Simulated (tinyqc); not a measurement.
G0W0 on RHF in the sto-6g basis, for H2O, spin multiplicity 1, step by step. Computed by tinyqc, a small Python program that keeps every step (integrals from PySCF). Settings: charge = 0, multiplicity = 1, basis = sto-6g, method = RHF, energy threshold = 1e-10, iteration cap = 84, orthogonalisation = symmetric, start = core, DIIS depth = 6. Command: `OMP_NUM_THREADS=1 python tinyqc.py 31129 31130 out.jsonl` (the two numbers bound the seeds that draw the settings). One thread of a shared host (Intel(R) Xeon(R) Processor @ 2.60GHz), about 0.1 s of CPU time with the checks. The early iterations of the SCF are left out here.

## One-electron integrals

Geometry (angstrom):
```
atom       x        y       z
O     0.0000   0.0000  0.0000
H     0.0000   0.9640  0.5740
H     0.0000  -0.9640  0.5740
```

Basis sto-6g: exponents (1/bohr^2) and contraction coefficients of normalised primitives:
```
element  l (shell)   exponent  coefficient
O            s (1)  1355.5842       0.0092
O            s (1)   248.5449       0.0494
O            s (1)    69.5339       0.1685
O            s (1)    23.8868       0.3706
O            s (1)     9.2759       0.4165
O            s (1)     3.8203       0.1303
O            s (2)    52.1878      -0.0133
O            s (2)    10.3293      -0.0470
O            s (2)     3.2103      -0.0338
O            s (2)     1.2351       0.2502
O            s (2)     0.5364       0.5951
O            s (2)     0.2459       0.2407
O            p (3)    52.1878       0.0038
O            p (3)    10.3293       0.0377
O            p (3)     3.2103       0.1739
O            p (3)     1.2351       0.4180
O            p (3)     0.5364       0.4259
O            p (3)     0.2459       0.1017
H            s (1)    35.5232       0.0092
H            s (1)     6.5131       0.0494
H            s (1)     1.8221       0.1685
H            s (1)     0.6260       0.3706
H            s (1)     0.2431       0.4165
H            s (1)     0.1001       0.1303
```

Overlap, kinetic and nuclear-attraction integrals over the contracted functions; the nuclear repulsion is the sum of Za Zb / Rab.

nuclear repulsion = 7.821004 hartree

overlap S, lower triangle:
```
         1O 1s   1O 2s  1O 2px   1O 2py  1O 2pz   2H 1s   3H 1s
1O 1s   1.0000
1O 2s   0.2311  1.0000
1O 2px  0.0000  0.0000  1.0000
1O 2py  0.0000  0.0000  0.0000   1.0000
1O 2pz  0.0000  0.0000  0.0000   0.0000  1.0000
2H 1s   0.0379  0.3758  0.0000   0.2850  0.1697  1.0000
3H 1s   0.0379  0.3758  0.0000  -0.2850  0.1697  0.1345  1.0000
```

kinetic energy T (hartree), lower triangle:
```
          1O 1s   1O 2s  1O 2px   1O 2py  1O 2pz    2H 1s   3H 1s
1O 1s   29.3272
1O 2s   -0.8960  0.8426
1O 2px   0.0000  0.0000  2.5313
1O 2py   0.0000  0.0000  0.0000   2.5313
1O 2pz   0.0000  0.0000  0.0000   0.0000  2.5313
2H 1s   -0.0061  0.0624  0.0000   0.1487  0.0885   0.7685
3H 1s   -0.0061  0.0624  0.0000  -0.1487  0.0885  -0.0108  0.7685
```

nuclear attraction V (hartree), lower triangle:
```
           1O 1s    1O 2s   1O 2px    1O 2py   1O 2pz    2H 1s    3H 1s
1O 1s   -62.2016
1O 2s    -6.3693  -9.9391
1O 2px    0.0000   0.0000  -9.8814
1O 2py    0.0000   0.0000   0.0000  -10.0083
1O 2pz   -0.0122  -0.1419   0.0000    0.0000  -9.9264
2H 1s    -1.1942  -2.8497   0.0000   -1.9154  -1.1733  -5.2158
3H 1s    -1.1942  -2.8497   0.0000    1.9154  -1.1733  -0.7990  -5.2158
```

core Hamiltonian H = T + V (hartree), lower triangle:
```
           1O 1s    1O 2s   1O 2px   1O 2py   1O 2pz    2H 1s    3H 1s
1O 1s   -32.8744
1O 2s    -7.2653  -9.0965
1O 2px    0.0000   0.0000  -7.3501
1O 2py    0.0000   0.0000   0.0000  -7.4770
1O 2pz   -0.0122  -0.1419   0.0000   0.0000  -7.3951
2H 1s    -1.2003  -2.7874   0.0000  -1.7667  -1.0847  -4.4473
3H 1s    -1.2003  -2.7874   0.0000   1.7667  -1.0847  -0.8098  -4.4473
```

## Two-electron integrals

Functions are numbered as in S; the eight-fold symmetry (ij|kl) = (ji|kl) = (kl|ij) leaves the list below.

Two-electron integrals (ij|kl) in chemists' order, unique and non-zero (hartree):
```
(11|11) 4.7875      (21|11) 0.6759      (21|21) 0.1215      (22|11) 1.1174
(22|21) 0.2492      (22|22) 0.8174      (31|31) 0.0258      (32|31) 0.0391
(32|32) 0.1807      (33|11) 1.1174      (33|21) 0.2492      (33|22) 0.8174
(33|33) 0.8807      (41|41) 0.0258      (42|41) 0.0391      (42|42) 0.1807
(43|43) 0.0475      (44|11) 1.1174      (44|21) 0.2492      (44|22) 0.8174
(44|33) 0.7857      (44|44) 0.8807      (51|51) 0.0258      (52|51) 0.0391
(52|52) 0.1807      (53|53) 0.0475      (54|54) 0.0475      (55|11) 1.1174
(55|21) 0.2492      (55|22) 0.8174      (55|33) 0.7857      (55|44) 0.7857
(55|55) 0.8807      (61|11) 0.1181      (61|21) 0.0204      (61|22) 0.0409
(61|33) 0.0408      (61|41) 0.0009      (61|42) 0.0017      (61|44) 0.0410
(61|51) 0.0005      (61|52) 0.0010      (61|54) 1.15e-04    (61|55) 0.0409
(61|61) 0.0035      (62|11) 0.3016      (62|21) 0.0683      (62|22) 0.2498
(62|33) 0.2456      (62|41) 0.0047      (62|42) 0.0356      (62|44) 0.2550
(62|51) 0.0028      (62|52) 0.0212      (62|54) 0.0056      (62|55) 0.2489
(62|61) 0.0115      (62|62) 0.0972      (63|31) 0.0074      (63|32) 0.0423
(63|43) 0.0072      (63|53) 0.0043      (63|63) 0.0133      (64|11) 0.1932
(64|21) 0.0443      (64|22) 0.1729      (64|33) 0.1653      (64|41) 0.0100
(64|42) 0.0652      (64|44) 0.1860      (64|51) 0.0016      (64|52) 0.0136
(64|54) 0.0080      (64|55) 0.1675      (64|61) 0.0078      (64|62) 0.0818
(64|64) 0.0813      (65|11) 0.1150      (65|21) 0.0264      (65|22) 0.1030
(65|33) 0.0984      (65|41) 0.0016      (65|42) 0.0136      (65|44) 0.1021
(65|51) 0.0083      (65|52) 0.0504      (65|54) 0.0095      (65|55) 0.1084
(65|61) 0.0046      (65|62) 0.0487      (65|64) 0.0405      (65|65) 0.0374
(66|11) 0.4624      (66|21) 0.1066      (66|22) 0.4476      (66|33) 0.4303
(66|41) 0.0091      (66|42) 0.0948      (66|44) 0.4686      (66|51) 0.0054
(66|52) 0.0564      (66|54) 0.0228      (66|55) 0.4439      (66|61) 0.0181
(66|62) 0.2264      (66|64) 0.2171      (66|65) 0.1293      (66|66) 0.7750
(71|11) 0.1181      (71|21) 0.0204      (71|22) 0.0409      (71|33) 0.0408
(71|41) -0.0009     (71|42) -0.0017     (71|44) 0.0410      (71|51) 0.0005
(71|52) 0.0010      (71|54) -1.15e-04   (71|55) 0.0409      (71|61) 0.0034
(71|62) 0.0111      (71|64) 0.0069      (71|65) 0.0045      (71|66) 0.0172
(71|71) 0.0035      (72|11) 0.3016      (72|21) 0.0683      (72|22) 0.2498
(72|33) 0.2456      (72|41) -0.0047     (72|42) -0.0356     (72|44) 0.2550
(72|51) 0.0028      (72|52) 0.0212      (72|54) -0.0056     (72|55) 0.2489
(72|61) 0.0111      (72|62) 0.0748      (72|64) 0.0442      (72|65) 0.0363
(72|66) 0.1378      (72|71) 0.0115      (72|72) 0.0972      (73|31) 0.0074
(73|32) 0.0423      (73|43) -0.0072     (73|53) 0.0043      (73|63) 0.0098
(73|73) 0.0133      (74|11) -0.1932     (74|21) -0.0443     (74|22) -0.1729
(74|33) -0.1653     (74|41) 0.0100      (74|42) 0.0652      (74|44) -0.1860
(74|51) -0.0016     (74|52) -0.0136     (74|54) 0.0080      (74|55) -0.1675
(74|61) -0.0069     (74|62) -0.0442     (74|64) -0.0170     (74|65) -0.0210
(74|66) -0.0752     (74|71) -0.0078     (74|72) -0.0818     (74|74) 0.0813
(75|11) 0.1150      (75|21) 0.0264      (75|22) 0.1030      (75|33) 0.0984
(75|41) -0.0016     (75|42) -0.0136     (75|44) 0.1021      (75|51) 0.0083
(75|52) 0.0504      (75|54) -0.0095     (75|55) 0.1084      (75|61) 0.0045
(75|62) 0.0363      (75|64) 0.0210      (75|65) 0.0271      (75|66) 0.0725
(75|71) 0.0046      (75|72) 0.0487      (75|74) -0.0405     (75|75) 0.0374
(76|11) 0.0809      (76|21) 0.0185      (76|22) 0.0726      (76|33) 0.0711
(76|44) 0.0728      (76|51) 0.0012      (76|52) 0.0108      (76|55) 0.0738
(76|61) 0.0031      (76|62) 0.0271      (76|64) 0.0199      (76|65) 0.0153
(76|66) 0.0638      (76|71) 0.0031      (76|72) 0.0271      (76|74) -0.0199
(76|75) 0.0153      (76|76) 0.0093      (77|11) 0.4624      (77|21) 0.1066
(77|22) 0.4476      (77|33) 0.4303      (77|41) -0.0091     (77|42) -0.0948
(77|44) 0.4686      (77|51) 0.0054      (77|52) 0.0564      (77|54) -0.0228
(77|55) 0.4439      (77|61) 0.0172      (77|62) 0.1378      (77|64) 0.0752
(77|65) 0.0725      (77|66) 0.2732      (77|71) 0.0181      (77|72) 0.2264
(77|74) -0.2171     (77|75) 0.1293      (77|76) 0.0638      (77|77) 0.7750
```

## Orthogonalisation

S = U s U^T; symmetric (Loewdin) form X = U s^(-1/2) U^T, so that X^T S X = 1.

eigenvalues of S: 0.4511  0.5241  0.9008  1.0000  1.0805  1.3414  1.7021

X, lower triangle:
```
          1O 1s    1O 2s  1O 2px   1O 2py   1O 2pz    2H 1s   3H 1s
1O 1s    1.0223
1O 2s   -0.1322   1.1498
1O 2px   0.0000   0.0000  1.0000
1O 2py   0.0000   0.0000  0.0000   1.0797
1O 2pz  -0.0055   0.0570  0.0000   0.0000   1.0252
2H 1s    0.0173  -0.2174  0.0000  -0.1806  -0.0965   1.1194
3H 1s    0.0173  -0.2174  0.0000   0.1806  -0.0965  -0.0456  1.1194
```

## Iteration 8 (converged): orbitals

converged F (hartree), lower triangle:
```
           1O 1s    1O 2s   1O 2px   1O 2py   1O 2pz    2H 1s    3H 1s
1O 1s   -20.5012
1O 2s    -4.9605  -2.2898
1O 2px    0.0000   0.0000  -0.3804
1O 2py    0.0000   0.0000   0.0000  -0.2279
1O 2pz   -0.0242  -0.0582   0.0000   0.0000  -0.2654
2H 1s    -0.8211  -0.7621   0.0000  -0.3736  -0.2757  -0.3922
3H 1s    -0.8211  -0.7621   0.0000   0.3736  -0.2757  -0.1927  -0.3922
```

Diagonalise F' = X^T F X, C = X C', fill 5 alpha and 5 beta electrons from the bottom; D = 2 C_occ C_occ^T. Each column has its largest component positive (the first on a tie).

F' = X^T F X (hartree), lower triangle:
```
          1        2        3        4        5        6        7
1  -20.1764
2   -2.5017  -1.2597
3    0.0000   0.0000  -0.3804
4    0.0000   0.0000   0.0000   0.0127
5   -0.0422   0.0893   0.0000   0.0000  -0.1773
6   -0.1089  -0.3958   0.0000  -0.4079  -0.2605  -0.0222
7   -0.1089  -0.3958   0.0000   0.4079  -0.2605  -0.0511  -0.0222
```

orbital energies (hartree): MO1 -20.5042, MO2 -1.1962, MO3 -0.5561, MO4 -0.4053, MO5 -0.3804, MO6 0.4191, MO7 0.5976

coefficients C:
```
            MO1      MO2      MO3      MO4     MO5      MO6      MO7
1O 1s    0.9969  -0.2287   0.0000   0.0791  0.0000   0.1045   0.0000
1O 2s    0.0142   0.8960   0.0000  -0.4375  0.0000  -0.6654   0.0000
1O 2px   0.0000   0.0000   0.0000   0.0000  1.0000   0.0000   0.0000
1O 2py   0.0000   0.0000   0.5895   0.0000  0.0000   0.0000   0.9400
1O 2pz   0.0021   0.0719   0.0000   0.7862  0.0000  -0.6706   0.0000
2H 1s   -0.0027   0.1397   0.4498   0.3227  0.0000   0.7139  -0.7133
3H 1s   -0.0027   0.1397  -0.4498   0.3227  0.0000   0.7139   0.7133
```

D after iteration 8, lower triangle:
```
          1O 1s    1O 2s  1O 2px   1O 2py  1O 2pz    2H 1s   3H 1s
1O 1s    2.1046
1O 2s   -0.4508   1.9890
1O 2px   0.0000   0.0000  2.0000
1O 2py   0.0000   0.0000  0.0000   0.6950
1O 2pz   0.0957  -0.5590  0.0000   0.0000  1.2466
2H 1s   -0.0183  -0.0321  0.0000   0.5303  0.5275   0.6520
3H 1s   -0.0183  -0.0321  0.0000  -0.5303  0.5275  -0.1573  0.6520
```

## Convergence

Stop when the energy changes by less than 1e-10 hartree and every element of the error matrix X^T (F D S - S D F) X is below 3e-06.

Course of the cycle:
```
iteration  E (hartree)     change  largest element of the error matrix
1           -74.035546          -                             5.64e-01
2           -75.525329  -1.49e+00                             2.31e-01
3           -75.628166  -1.03e-01                             4.64e-02
4           -75.632116  -3.95e-03                             1.14e-02
5           -75.632523  -4.07e-04                             3.08e-03
6           -75.632561  -3.88e-05                             1.72e-04
7           -75.632561  -5.15e-08                             2.15e-06
8           -75.632561  -1.29e-11                             1.21e-07
```

PySCF RHF in the same basis = -75.632561 hartree

Converged in 8 iterations.

## Integrals over molecular orbitals

(pq|rs) = sum C_ip C_jq C_kr C_ls (ij|kl), one index at a time.

one-electron integrals over orbitals h = C^T H C (hartree), lower triangle:
```
          1        2        3        4        5        6        7
1  -32.8618
2    0.5821  -7.5923
3    0.0000   0.0000  -5.9438
4   -0.1909   0.5241   0.0000  -6.6633
5    0.0000   0.0000   0.0000   0.0000  -7.3501
6   -0.2715   1.2221   0.0000   1.2768   0.0000  -5.1700
7    0.0000   0.0000  -1.8170   0.0000   0.0000   0.0000  -5.5698
```

Two-electron integrals over orbitals (pq|rs), unique and non-zero (hartree):
```
(11|11) 4.7634      (21|11) -0.4415     (21|21) 0.0659      (22|11) 1.0376
(22|21) -0.0168     (22|22) 0.7247      (31|31) 0.0103      (32|31) 0.0161
(32|32) 0.1294      (33|11) 0.7474      (33|21) -0.0043     (33|22) 0.6062
(33|33) 0.5849      (41|11) 0.1561      (41|21) -0.0218     (41|22) 0.0114
(41|33) 0.0046      (41|41) 0.0254      (42|11) -0.1434     (42|21) 0.0079
(42|22) -0.0272     (42|33) 0.0031      (42|41) 0.0203      (42|42) 0.1318
(43|31) -0.0019     (43|32) 0.0301      (43|43) 0.0537      (44|11) 0.9590
(44|21) -0.0111     (44|22) 0.6734      (44|33) 0.5636      (44|41) -0.0096
(44|42) -0.0978     (44|44) 0.7208      (51|51) 0.0267      (52|51) 0.0333
(52|52) 0.1519      (53|53) 0.0256      (54|51) -0.0109     (54|52) -0.0403
(54|54) 0.0475      (55|11) 1.1171      (55|21) -0.0116     (55|22) 0.7579
(55|33) 0.5937      (55|41) 0.0038      (55|42) -0.0753     (55|44) 0.7017
(55|55) 0.8807      (61|11) 0.2122      (61|21) -0.0333     (61|22) 0.0042
(61|33) -6.00e-05   (61|41) -0.0023     (61|42) -0.0200     (61|44) 0.0147
(61|55) 0.0052      (61|61) 0.0265      (62|11) -0.2749     (62|21) 0.0074
(62|22) -0.1297     (62|33) -0.0595     (62|41) -0.0181     (62|42) -0.0333
(62|44) -0.0721     (62|55) -0.1426     (62|61) 0.0076      (62|62) 0.0922
(63|31) -0.0020     (63|32) 0.0459      (63|43) 0.0413      (63|63) 0.0857
(64|11) -0.2576     (64|21) 0.0027      (64|22) -0.1270     (64|33) -0.0444
(64|41) -0.0028     (64|42) 0.0344      (64|44) -0.1302     (64|55) -0.1442
(64|61) 2.01e-04    (64|62) 0.0648      (64|64) 0.0901      (65|51) -0.0135
(65|52) -0.0527     (65|54) -0.0056     (65|65) 0.0334      (66|11) 0.7510
(66|21) -0.0073     (66|22) 0.5755      (66|33) 0.5384      (66|41) 0.0174
(66|42) 0.0505      (66|44) 0.5326      (66|55) 0.5610      (66|61) -0.0074
(66|62) -0.0824     (66|64) -0.0473     (66|66) 0.5656      (71|31) 0.0147
(71|32) 0.0220      (71|43) -0.0028     (71|63) -0.0026     (71|71) 0.0211
(72|31) 0.0149      (72|32) 0.0578      (72|43) -0.0256     (72|63) -0.0279
(72|71) 0.0204      (72|72) 0.0703      (73|11) 0.3750      (73|21) -0.0066
(73|22) 0.1728      (73|33) 0.0888      (73|41) -2.03e-04   (73|42) -0.0690
(73|44) 0.1533      (73|55) 0.2057      (73|61) 0.0050      (73|62) -0.0710
(73|64) -0.0954     (73|66) 0.0412      (73|73) 0.1563      (74|31) -0.0074
(74|32) -0.0674     (74|43) -0.0112     (74|63) -0.0569     (74|71) -0.0105
(74|72) -0.0179     (74|74) 0.0660      (75|53) 0.0241      (75|75) 0.0261
(76|31) -0.0080     (76|32) -0.0900     (76|43) -0.0630     (76|63) -0.0774
(76|71) -0.0110     (76|72) -0.0008     (76|74) 0.0588      (76|76) 0.1195
(77|11) 0.8572      (77|21) -0.0091     (77|22) 0.6137      (77|33) 0.5795
(77|41) 0.0031      (77|42) -0.0228     (77|44) 0.5867      (77|55) 0.6165
(77|61) 0.0041      (77|62) -0.0635     (77|64) -0.0534     (77|66) 0.5428
(77|73) 0.1065      (77|77) 0.6022
```

## Screening: direct RPA

With D = e_a - e_i and K = (ia|jb): diagonalise D^(1/2) (D + 4K) D^(1/2) = Z w^2 Z^T; X + Y = D^(1/2) Z w^(-1/2), each column of Z with its largest component positive (the first on a tie); E_c = (sum w - tr (D + 2K)) / 2.

D^(1/2) (D + 4K) D^(1/2) (hartree^2), lower triangle:
```
          1>6       1>7      2>6      2>7      3>6      3>7     4>6     4>7
1>6  439.9989
1>7    0.0000  447.0708
2>6    0.1761    0.0000   3.2051
2>7    0.0000    0.5030   0.0000   3.7225
3>6    0.0000   -0.0469   0.0000  -0.1474   1.2854
3>7    0.0975    0.0000  -0.3876   0.0000   0.0000   2.0524
4>6    0.0033    0.0000   0.2992   0.0000   0.0000  -0.3720  0.9768
4>7    0.0000   -0.1939   0.0000  -0.0962  -0.2251   0.0000  0.0000  1.2710
5>6    0.0000    0.0000   0.0000   0.0000   0.0000   0.0000  0.0000  0.0000
5>7    0.0000    0.0000   0.0000   0.0000   0.0000   0.0000  0.0000  0.0000

        5>6     5>7
5>6  0.7460
5>7  0.0000  1.0586
```

excitation energies w (hartree): 0.8637  0.9206  1.0207  1.0289  1.2258  1.4133  1.8410  1.9322  20.9762  21.1441

X + Y:
```
          1        2       3       4        5        6        7        8
1>6  0.0000  -0.0002  0.0000  0.0000   0.0000  -0.0013  -0.0010   0.0000
1>7  0.0000   0.0000  0.0014  0.0000  -0.0010   0.0000   0.0000  -0.0038
2>6  0.0000  -0.1022  0.0000  0.0000   0.0000   0.3726   0.8750   0.0000
2>7  0.0000   0.0000  0.0847  0.0000   0.0207   0.0000   0.0000   0.9614
3>6  0.0000   0.0000  0.6823  0.0000   0.6366   0.0000   0.0000  -0.0405
3>7  0.0000   0.3038  0.0000  0.0000   0.0000   0.8212  -0.2507   0.0000
4>6  0.0000   0.9079  0.0000  0.0000   0.0000  -0.1750   0.1102   0.0000
4>7  0.0000   0.0000  0.7069  0.0000  -0.6334   0.0000   0.0000  -0.0243
5>6  0.9621   0.0000  0.0000  0.0000   0.0000   0.0000   0.0000   0.0000
5>7  0.0000   0.0000  0.0000  0.9750   0.0000   0.0000   0.0000   0.0000

          9       10
1>6  0.9987   0.0000
1>7  0.0000   0.9990
2>6  0.0001   0.0000
2>7  0.0000   0.0003
3>6  0.0000   0.0000
3>7  0.0001   0.0000
4>6  0.0000   0.0000
4>7  0.0000  -0.0001
5>6  0.0000   0.0000
5>7  0.0000   0.0000
```

RPA correlation energy = -0.068588 hartree

## G0W0 on Hartree-Fock: HOMO

W(p,q,m) = sqrt2 sum_ia (pq|ia) (X+Y)_ia,m; Sigma_c(x) = sum_(i,m) W^2/(x - e_i + w_m) + sum_(a,m) W^2/(x - e_a - w_m); solve x = e_p + Sigma_c(x) by Newton steps; Z = 1/(1 - dSigma/dx); 1 hartree = 27.211386 eV.

The 12 largest terms at x = e_p (hartree; W for the signs of X + Y given):
```
q  m        W      term
5  7  -0.2718    0.0401
5  6   0.1994    0.0281
5  2  -0.0761    0.0063
2  1  -0.0718    0.0031
6  1   0.0455   -0.0012
3  4   0.0332    0.0009
7  4   0.0360   -0.0006
4  1  -0.0077  6.60e-05
1  1  -0.0184  1.61e-05
5  9   0.0074  2.61e-06
```

Newton steps (hartree):
```
step        x  Sigma_c(x)       Z
0     -0.3804      0.0767  0.9503
1     -0.3075      0.0731  0.9545
2     -0.3073      0.0731  0.9546
3     -0.3073      0.0731  0.9546
```

quasiparticle energy of the HOMO = -8.3623 eV

Hartree-Fock value = -10.3511 eV

## G0W0 on Hartree-Fock: LUMO

As before.

The 12 largest terms at x = e_p (hartree; W for the signs of X + Y given):
```
q  m        W     term
7  5  -0.1224  -0.0107
6  7  -0.1239  -0.0083
3  5   0.1273   0.0074
2  7   0.1494   0.0065
4  7   0.1281   0.0062
4  6  -0.0989   0.0044
4  2   0.0654   0.0024
5  1   0.0455   0.0012
6  2  -0.0311  -0.0011
2  6  -0.0499   0.0008
2  2   0.0394   0.0006
3  8  -0.0408   0.0006
```

Newton steps (hartree):
```
step       x  Sigma_c(x)       Z
0     0.4191      0.0099  0.9746
1     0.4287      0.0096  0.9745
2     0.4287      0.0096  0.9745
```

quasiparticle energy of the LUMO = 11.6648 eV

Hartree-Fock value = 11.4030 eV
